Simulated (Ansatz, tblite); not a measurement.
# The cluster Al₂S₂: charged states by level of theory

An exercise on one series of results from a longer session: the logs are not shown, and one member is left open.

Computed with Ansatz 0.2.0, Gaussian basis. Level: as each input shows.

Plan: charge +1 doublet, at the geometry of the singlet (PBE0-D4/def2-TZVP, PBE-D4/def2-TZVP, r2SCAN-D4/def2-TZVP, CCSD(T)/def2-TZVPP); charge -1 doublet, at the geometry of the singlet (PBE0-D4/def2-TZVPD, PBE-D4/def2-TZVPD, r2SCAN-D4/def2-TZVPD, CCSD(T)/def2-TZVPD); the starting singlet's energies come from earlier runs.

## The relaxed structure

The geometry is that of the singlet, from an earlier relaxation (PBE0-D4/def2-TZVP). At that level it is the lowest of the isomers that a small search found.

4 atoms, charge 0, spin multiplicity 1.

Atoms are counted from 1 here; the program's logs count them from 0.

Bond lengths: Al1–S3 2.288 Å, Al2–S3 2.130 Å, Al2–S4 2.004 Å. Angles: S3–Al2–S4 174.7°, Al1–S3–Al2 98.0°.

Set-up of the first run:

in.yaml reads:

```yaml
crystal:
  periodic: [false, false, false]
  atoms:
    - {symbol: Al, position_ang: [2.067654, 1.020778, -0.812032]}
    - {symbol: Al, position_ang: [-0.745405, -0.384895, 0.297367]}
    - {symbol: S, position_ang: [1.267432, -0.984853, -0.056943]}
    - {symbol: S, position_ang: [-2.589680, 0.348970, 0.571597]}
basis:
  gaussian: {orbitals: def2-SVP}
total_charge: 1
magnetization: {spin_polarized: true, initial_magnetization: 1}
hamiltonian: {xc: pbe0, dispersion: d4}
output: {orbitals: {seedname: orbitals}}
```

Launch:

```console
ansatz run in.yaml --threads 2 --pin off --events-out ev --progress --plain --max-ram 4352MiB
```

Steps of the session up to this table: Charge +1 doublet at the fixed geometry, first pass, PBE0-D4/def2-SVP; Charge +1 doublet at the fixed geometry, PBE0-D4/def2-TZVP; Charge +1 doublet at the fixed geometry, PBE-D4/def2-TZVP; Charge +1 doublet at the fixed geometry, r2SCAN-D4/def2-TZVP; Charge +1 doublet at the fixed geometry, CCSD(T)/def2-TZVPP; Charge -1 doublet at the fixed geometry, first pass, PBE0-D4/def2-SVP; Charge -1 doublet at the fixed geometry, PBE0-D4/def2-TZVPD; Charge -1 doublet at the fixed geometry, PBE-D4/def2-TZVPD; Charge -1 doublet at the fixed geometry, r2SCAN-D4/def2-TZVPD; Charge -1 doublet at the fixed geometry, CCSD(T)/def2-TZVPD.

One table of the session follows, with a row left open; its other results are not shown here.

It belongs to the step «Vertical electron affinity». 

```
              method  vertical electron affinity (eV)
       HF/def2-TZVPD                             0.67
   PBE-D4/def2-TZVPD                             1.24
r2SCAN-D4/def2-TZVPD                             1.32
  PBE0-D4/def2-TZVPD                             1.25
      MP2/def2-TZVPD                             0.93
     CCSD/def2-TZVPD                                ?
  CCSD(T)/def2-TZVPD                             1.03
```

Q: Estimate the row for CCSD/def2-TZVPD from the others.

As computed: vertical electron affinity (eV): 0.99. In the column «vertical electron affinity (eV)» it lies between MP2/def2-TZVPD (0.93) and CCSD(T)/def2-TZVPD (1.03).

Caveats from the session: The anion's highest level is positive in at least one run, so there the basis alone may hold the extra electron.
